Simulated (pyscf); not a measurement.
`[OH][Zr]([F])([F])[F]` + `[NH3]` → `[OH2]` + `[NH2][Zr]([F])([F])[F]` (four-centre exchange; singlet surface; O–Zr, H–N broken, H–O, N–Zr formed). Structures and frequencies: ωB97X-D3(BJ)/def2-SVP in PySCF. Energies in kcal/mol from the separated reactants.

| level | barrier | reaction energy |
|---|---|---|
| r²SCAN/def2-TZVP | ___ | +17.9 |
| B3LYP-D3(BJ)/def2-TZVP | 8.0 | +17.4 |
| PBE0-D3(BJ)/def2-TZVP | 6.3 | +16.8 |
| M06-2X/def2-TZVP | 4.9 | +16.4 |
| ωB97M-D3(BJ)/def2-TZVP | 8.7 | +17.8 |
| HF/def2-TZVP | ___ | ___ |

Problem. Fill in the missing entries.

Solution. 
- r²SCAN/def2-TZVP, barrier: 6.2
- HF/def2-TZVP, barrier: 19.6
- HF/def2-TZVP, reaction energy: +19.1

On the reactant side the descent ends in an adduct with a N–Zr contact, 24.7 kcal/mol under the separated species and 30.8 kcal/mol under the saddle at ωB97X-D3(BJ)/def2-TZVP. On the product side the descent ends in an adduct with a O–Zr contact (not fully relaxed), 19.9 kcal/mol under the separated species and 9.0 kcal/mol under the saddle at ωB97X-D3(BJ)/def2-TZVP. At r²SCAN, B3LYP-D3(BJ), PBE0-D3(BJ), M06-2X, ωB97M-D3(BJ) the saddle lies under the separated products, which points to a path from their complex (located at ωB97X-D3(BJ) alone), and parting the products costs more than the saddle. What is counted as formed (N–Zr) is already present as a longer contact in the reactant adduct; forming that adduct is a step of its own. What is counted as broken (O–Zr) persists as a longer contact in the product adduct; parting that adduct is a step of its own. At ωB97X-D3(BJ)/def2-TZVP the barrier from the zero used here is 6.2 kcal/mol. This is the saddle that the search found; another between the same sides may lie lower. Elements past Kr carry the def2 core potentials, without spin-orbit coupling.
